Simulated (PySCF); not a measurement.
# [C3H5S]-: core ionisation energies

Species: C3H5S (charge -1).
Z-matrix (Å and degrees, GFN2-xTB geometry), rows numbered from 1:
```
S 
C   1  1.7668
C   2  1.5056  1  121.90
C   3  1.5030  2   60.05  1  -111.06
H   2  1.0926  1  112.91  3   143.92
H   3  1.0859  2  119.47  4  -107.51
H   3  1.0813  2  117.61  4   107.44
H   4  1.0859  2  119.44  3   107.56
H   4  1.0813  2  117.59  3  -107.50
```

Computed, not measured: PySCF, delta-SCF UKS SCAN, pcX-2 on the ionised atom, pcseg-1 elsewhere, spin-free X2C. Binding energies are ΔSCF values: E(core-ionised, relaxed orbitals) − E(ground state) at a fixed geometry, referred to the vacuum level.

Question: What binding energy does each computed site have?

Answer: 
| atom(s) | bonded to | level | binding energy (eV) | above the level's lowest (eV) | count |
| --- | --- | --- | --- | --- | --- |
| S1 | C | S 1s | 2468.64 | 0.00 | 1 |
| C2 | S, 2 C and H | C 1s | 285.69 | +0.09 | 1 |
| C3/C4 | 2 C and 2 H | C 1s | 285.60 | 0.00 | 2 |

The 2 C 1s values lie within 0.09 eV of each other; Gaussian lines of 0.5 eV full width would blend them into one maximum.

Question: Which photon wavelength matches the C 1s of C3/C4 threshold?

Answer: λ = hc/E = 12398.42 eV Å / 285.60 eV = 43.412 Å.

Question: Which photon energy gives electrons from C 1s of C3/C4 a kinetic energy of 150 eV, and what is their de Broglie wavelength?

Answer: hν = 285.60 + 150 = 435.60 eV, recoil neglected; λ = 12.264 Å/√(E/eV) = 1.00 Å.

Atoms equivalent by their bonding share one computed value, that of the first of them. Not every level is listed. The species carries charge -1, so core ionisation leaves a neutral species. The basis sets have no added diffuse functions. Isolated species at its GFN2-xTB geometry, gas phase.

Time: 19 s. Hardware: one thread of an Arm Neoverse V1, on a shared host.
